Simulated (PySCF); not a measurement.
ammonia (H3N), SMILES N. Coordinates come from a PBE-D3(BJ)/def2-TZVPD optimisation.

Computed with PBE-D3(BJ)/def2-TZVPD (PySCF).

Harmonic wavenumbers (cm⁻¹): 1024, 1618, 1618, 3377, 3498, 3498. Rotational constants (GHz): 291.6, 291.6, 187.4; symmetry number 3.

Task: Work out the zero-point energy and the ideal-gas rigid-rotor harmonic-oscillator thermochemistry at 298.15 K and 1 atm.

Result: ZPE = ½ Σ hcν = ½ × 14633 cm⁻¹ = 87.53 kJ/mol. H − E(el) = 97.55 kJ/mol. Entropy in J/(mol K): translation 144.10, rotation 48.09, vibration 0.42, total 192.60. G − E(el) = 40.12 kJ/mol. Cp = 35.14 J/(mol K).
